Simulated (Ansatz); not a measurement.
The input, for Ansatz 0.2.0:

```yaml
crystal:
  periodic: [false, false, false]
  atoms:
    - {symbol: Si, position_ang: [-0.025995, 0.826014, 1.739012]}
    - {symbol: Ge, position_ang: [0.007166, -0.650241, 0.000000]}
    - {symbol: Si, position_ang: [-0.025995, 0.826015, -1.739011]}
    - {symbol: H, position_ang: [0.932233, 0.828877, 0.000000]}
basis:
  gaussian: {orbitals: cc-pVDZ}
magnetization: {spin_polarized: false, initial_magnetization: 1}
correlation: {method: ccsdt_q, electrons: outside_noble_gas}
```

```sh
$ ansatz run in.yaml --threads 1 --pin off --events-out ev --progress --plain --max-ram 2393MiB
```

The program prints:

```
1374 factors; integrals over basis functions are off by at most 2.0e-7 eV
mean field evaluation 1: about -72207.8599 eV, gradient 7.4e0 eV
mean field evaluation 2: about -72207.8668 eV, gradient 7.4e0 eV
mean field evaluation 4: about -72208.4585 eV, gradient 1.0e0 eV
mean field evaluation 8: about -72208.5034 eV, gradient 8.7e-2 eV
mean field evaluation 16: about -72208.5037 eV, gradient 3.2e-3 eV
mean field evaluation 32: about -72208.5389 eV, gradient 3.0e-3 eV
mean field evaluation 64: about -72208.5037 eV, gradient 8.4e-7 eV
mean field evaluation 96: about -72208.5388 eV, gradient 5.5e-2 eV
mean field evaluation 128: about -72208.5313 eV, gradient 4.1e-1 eV
mean field evaluation 160: about -72208.3205 eV, gradient 2.2e-1 eV
...
cycle  20  -8.69654882 eV  change    4.4e-5 eV  update   2.3e-5
cycle  21  -8.69654484 eV  change    4.0e-6 eV  update   1.5e-5
cycle  22  -8.69654729 eV  change   -2.5e-6 eV  update   9.9e-6
cycle  23  -8.69654399 eV  change    3.3e-6 eV  update   7.6e-6
cycle  24  -8.69654756 eV  change   -3.6e-6 eV  update   5.2e-6
cycle  25  -8.69654981 eV  change   -2.3e-6 eV  update   3.4e-6
cycle  26  -8.69654902 eV  change    7.9e-7 eV  update   2.6e-6
cycle  27  -8.69655085 eV  change   -1.8e-6 eV  update   1.7e-6
cycle  28  -8.69655139 eV  change   -5.3e-7 eV  update   1.1e-6
cycle  29  -8.69655141 eV  change   -2.3e-8 eV  update   7.1e-7
perturbative correction -0.06428799 eV, -0.0023625399 hartree
Total energy: -72217.26456798 eV, -2653.9355222531 hartree
```

Ran on 1 thread of Arm Neoverse V2, shared host: 2.1 min wall, 0.87 GiB peak host memory.
